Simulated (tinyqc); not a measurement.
Extended Hueckel theory, for CH2, step by step. One step of it, computed by the program tinyqc.

Question. Wolfsberg-Helmholz matrix. H_ij = K' S_ij (H_ii + H_jj)/2 for i != j (the diagonal keeps H_ii), with K' = 1.75.

overlap S, lower triangle:
```
           1C 2s    1C 2px     1C 2py    1C 2pz     2H 1s     3H 1s
1C 2s   1.000000
1C 2px  0.000000  1.000000
1C 2py  0.000000  0.000000   1.000000
1C 2pz  0.000000  0.000000   0.000000  1.000000
2H 1s   0.520917  0.000000   0.404111  0.307847  1.000000
3H 1s   0.520917  0.000000  -0.404111  0.307847  0.181670  1.000000
```

diagonal H_ii (eV): 1C 2s -21.400000, 1C 2px -11.400000, 1C 2py -11.400000, 1C 2pz -11.400000, 2H 1s -13.600000, 3H 1s -13.600000

K = 1.750000

Give: H.

Answer.

H (eV), lower triangle:
```
           1C 2s    1C 2px    1C 2py    1C 2pz     2H 1s     3H 1s
1C 2s   -21.4000
1C 2px    0.0000  -11.4000
1C 2py    0.0000    0.0000  -11.4000
1C 2pz    0.0000    0.0000    0.0000  -11.4000
2H 1s   -15.9531    0.0000   -8.8399   -6.7342  -13.6000
3H 1s   -15.9531    0.0000    8.8399   -6.7342   -4.3238  -13.6000
```
